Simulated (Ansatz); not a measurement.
**BNH4 (triplet): the correlation ladder at distance B1–H4 along a hydrogen transfer = 1.453 Å, cc-pVDZ**

The task here is to estimate one member of a computed series from the others.

Computed with Ansatz 0.2.0, Gaussian basis. Level: cc-pVDZ, core rule «outside noble gas», up to 2 orbitals frozen.

Plan: UHF; CCSD(T) on ROHF; CCSD(T) on UHF; BCCD(T) on ROHF; CISD; CCSDT(Q) on ROHF; CCSDT(Q) on UHF; CASSCF and MRCISD+Q, 4 electrons in 4 orbitals; CASSCF and NEVPT2, 4 electrons in 4 orbitals.

7 further runs of the same task are left out: 1 for a mislabelled method, 5 that didn't finish, 1 set aside as unsound or not needed.

### The geometry

The geometry derives from fragments relaxed apart (PBE0/def2-TZVP) and kept rigid, so it is no stationary point. A hydrogen atom is moved between rigid fragments.

6 atoms, charge 0, spin multiplicity 3.

Atoms are counted from 1 here; the program's logs count them from 0.

Bond lengths: B1–H2 1.193 Å, B1–H3 1.193 Å, N5–H6 1.040 Å. Angles: H2–B1–H3 120.0°.

Set-up of the first run:

Contents of in.yaml:

```yaml
crystal:
  periodic: [false, false, false]
  atoms:
    - {symbol: B, position_ang: [-1.495500, 0.035086, 0.000000]}
    - {symbol: H, position_ang: [-2.092233, 1.068657, 0.000000]}
    - {symbol: H, position_ang: [-2.092233, -0.998486, 0.000000]}
    - {symbol: H, position_ang: [-0.042500, 0.035086, 0.000000]}
    - {symbol: N, position_ang: [1.342500, 0.035086, 0.000000]}
    - {symbol: H, position_ang: [1.611582, -0.969141, 0.000000]}
basis:
  gaussian: {orbitals: cc-pVDZ}
magnetization: {spin_polarized: true, initial_magnetization: 2}
hamiltonian: {xc: hf}
output: {orbitals: {seedname: orbitals}}
```

Started as:

```sh
$ ansatz run in.yaml --threads 1 --pin off --events-out ev --progress --plain --max-ram 2393MiB
```

Among the steps run: UHF; CCSD(T) on ROHF; CCSD(T) on UHF; BCCD(T) on ROHF; CISD; CCSDT(Q) on ROHF; CCSDT(Q) on UHF; CASSCF and MRCISD+Q, 4 electrons in 4 orbitals; CASSCF and NEVPT2, 4 electrons in 4 orbitals.

One table of the session follows, with a row left open; its other results are not shown here.

| method | from UCCSDT(Q) (meV) |
| --- | --- |
| ROHF | +7552.3 |
| UHF | +7185.6 |
| RMP2 | +1378.3 |
| UMP2 | +1379.8 |
| CISD | +757.3 |
| RCCSD | +184.7 |
| UCCSD | +176.8 |
| RCCSD(T) | +36.5 |
| UCCSD(T) | +36.3 |
| BCCD(T) | +36.6 |
| RCCSDT | ? |
| UCCSDT | +8.4 |
| RCCSDT(Q) | +1.1 |
| UCCSDT(Q) | 0 |
| CASSCF pair | +6875.2 |
| NEVPT2 pair | +1271.0 |
| MRCISD pair | +635.6 |
| MRCISD+Q pair | +60.0 |

Q: Estimate the row for RCCSDT from the others.

**Answer.** from UCCSDT(Q) (meV): +9.8. In the column «from UCCSDT(Q) (meV)» it lies between UCCSDT (+8.4) and UCCSD(T) (+36.3).

Limits of these values: Restricted and unrestricted rows rest on different reference determinants; where their highest levels disagree by more than a few hundredths of an eV, they describe different states and don't form one ladder.
